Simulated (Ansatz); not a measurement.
Gas-phase reaction in SMILES: [N]=O → O=[N] as triplet, charge -1 (an electron is taken up)

Wanted: adiabatic electron affinity (0 K, with zero-point energies), in eV. Positive where the reaction releases energy. Conventions: LANL2DZ all-electron up to Ne; six Cartesian d functions in 6-31G* and its kin unless marked 5d; 6-311+G** with 5d; non-relativistic; no spin-orbit coupling; open shells spin-unrestricted. Ab initio and DFT rows: single points at B3LYP-D3(BJ) geometries (Ansatz, a quantum-chemistry and plane-wave program), with unscaled harmonic terms from B3LYP/6-31G* at its own minima. Anions need diffuse functions, which STO-3G, LANL2DZ, def2-SVP, cc-pVDZ and Pople sets without + lack. A UHF reference is markedly spin-contaminated in at least one set, which strains HF and MP2.

```tsv
level	program	adiabatic electron affinity (0 K, with zero-point energies) (eV)
HF/STO-3G	Ansatz	-5.13
HF/3-21G	Ansatz	-0.91
HF/LANL2DZ	Ansatz	0.22
HF/6-31G*	Ansatz	-0.88
HF/6-311+G**	Ansatz	-0.25
```

No value to compare with is used here. The 5 habitual levels span -5.13 (HF/STO-3G) to 0.22 eV (HF/LANL2DZ).

The sets are all those run for this method; runs whose electronic state is in doubt are left out.
